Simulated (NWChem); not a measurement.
## Correlation energy of CH2 (+1)

```
C
H 1 1.1199
H 1 1.1199 2 141.48
```
Charge +1, spin multiplicity 2.

All runs are NWChem calculations. All single points use one geometry, from UPBE/def2-SVP, a minimum by its harmonic frequencies.

Basis set: cc-pVQZ. Each correlation energy counts from its own Hartree-Fock reference.

```
method           correlation energy (mHa)
---------------  ------------------------
SCS-UMP2                           -111.6
CCSD(T) on ROHF                    -127.0
CCSD on ROHF                       -124.4
URI-MP2                            -102.6
CCSD[T] on ROHF                    -127.0
UMP2                               -102.6
```

The values span 24.4 mHa, from CCSD[T] on ROHF (lowest) to URI-MP2 (highest). 

The correlated methods keep 1 core orbital frozen. This spin state was chosen for the runs; another may lie lower. The structure started from a generated list of species. The unpaired electrons of the parent sit in orbitals of symmetry a1 (C2v labels of the run); other states weren't searched. The stability of the SCF solutions was not checked. Open-shell Hartree-Fock references start from PBE0 orbitals. Coupled-cluster values serve here as a point of comparison, not as the truth.
